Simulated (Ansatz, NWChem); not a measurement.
**CH6N2 (SMILES CNN): from total energies to a heat of formation**

The species is CH6N2 (9 atoms), meant as a singlet with charge 0. SMILES: `CNN`. Geometry: relaxed at PBE0-D4/def2-TZVP. This is one conformer, not always the lowest.

Total energies at B3LYP/6-31G** (spherical functions) (NWChem 7.3.0); the atoms run unrestricted:

| species | state | energy (Eh) |
| --- | --- | --- |
| CH6N2 | singlet | -151.177534 |
| C | triplet | -37.844694 |
| N | quartet | -54.582875 |
| H | doublet | -0.500273 |

Harmonic wavenumbers at PBE0-D4/def2-TZVP, in cm⁻¹: 255, 287, 451, 799, 922, 987, 1142, 1199, 1214, 1327, 1438, 1474, 1490, 1519, 1674, 2968, 3085, 3135, 3449, 3479, 3595.

Measured heats of formation of the gaseous atoms at 298.15 K, in kJ/mol: C 716.9, N 472.4, H 218.0. Take 1 Eh = 2625.50 kJ/mol, 1 cm⁻¹ = 0.0119627 kJ/mol, RT = 2.479 kJ/mol.

**Question.** What heat of formation follows?

**Answer.** 
1. Electronic atomisation energy: (-37.844694) + 2 × (-54.582875) + 6 × (-0.500273) − (-151.177534) = 1.165452 Eh = 3059.9 kJ/mol.
2. Zero-point energy: half the sum of the wavenumbers, 17944.5 cm⁻¹ = 214.7 kJ/mol.
3. Thermal vibrational enthalpy, Σ hcν̃/(exp(hcν̃/kT) − 1): 3.8 kJ/mol. Translation, rotation and pV of a non-linear molecule: 4 RT = 9.9 kJ/mol.
4. The 9 free atoms carry 5/2 RT each: 55.8 kJ/mol.
5. Atomisation enthalpy at 298 K: 3059.9 − 214.7 − 3.8 − 9.9 + 55.8 = 2887.3 kJ/mol.
6. Sum of the atoms' heats of formation: 2969.7 kJ/mol. Heat of formation: 2969.7 − 2887.3 = +82.4 kJ/mol.

The tabulated value is +94.7 kJ/mol (CRC Handbook of Chemistry and Physics), so this level is off by -12.3 kJ/mol, or 0.4 % of the atomisation enthalpy. Anharmonicity and any spin-orbit splitting of the molecule are left out.
